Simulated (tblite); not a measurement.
C2H6Si.
SMILES: `C1C[SiH2]1`

Method: GFN2-xTB as coded in tblite; computed harmonic values from a numerical Hessian at the method's own geometry, unscaled. The method is semi-empirical: single wavenumbers can be off by several per cent or more. Modes of hydrogen on silicon can be 10 to 20 % off.

Harmonic wavenumbers (cm⁻¹): 409.1, 458.0, 544.9, 704.4, 710.2, 733.4, 746.1, 755.8, 860.6, 1021.5, 1054.9, 1088.1, 1161.9, 1436.7, 1456.5, 2359.9, 2363.9, 3057.3, 3058.7, 3061.7, 3078.5.

A = 18978, B = 9006, C = 7206 MHz; mass 58.024 u (most abundant isotopes); point group C2v, symmetry number 2.

Problem. Zero-point energy?

Solution. Half the sum of the wavenumbers: 15061 cm⁻¹ = 43.06 kcal/mol.

Problem. What is S at 298.15 K and 1 bar for an ideal gas of classical rigid rotors and harmonic oscillators?

Solution. Translation 38.12, rotation 21.71, vibration 4.09: S = 63.9 cal/(mol K).

Problem. And Cp and H(298.15 K) − H(0)?

Solution. Cp = 17.70 cal/(mol K), of which vibrations give 9.75 (their classical limit is 21 R = 41.7); H(298.15 K) − H(0) = 3.27 kcal/mol without the zero-point energy, 0.90 from vibrations.

Problem. Which modes carry the vibrational entropy at 298.15 K?

Solution. 409.1 cm⁻¹: 0.93; 458.0 cm⁻¹: 0.77; 544.9 cm⁻¹: 0.55; 704.4 cm⁻¹: 0.30; 710.2 cm⁻¹: 0.29; 733.4 cm⁻¹: 0.27 cal/(mol K); the other 15 give 0.97 together.

Problem. How do the functions run with temperature in this model?

Solution. 
```tsv
T (K)	S (cal/(mol K))	Cp (cal/(mol K))	H − H(0) (kcal/mol)	G − H(0) (kcal/mol)	ln q(vib)
150	54.8	9.9	1.25	-6.98	0.04
250	61.0	15.1	2.49	-12.77	0.31
400	69.8	22.6	5.34	-22.60	1.15
600	80.4	29.4	10.59	-37.64	2.67
900	93.7	35.8	20.47	-63.82	5.16
```

q(vib) and H(0) count from the zero-point level.

Problem. What must be added to the electronic energy to get the Gibbs energy at 298.15 K and 1 bar?

Solution. ZPE + [H(298.15 K) − H(0)] − T·S = 43.06 + 3.27 − 19.06 = 27.27 kcal/mol.

Run on Arm Neoverse V2, one thread, shared host. The figure is for the frequency step alone.
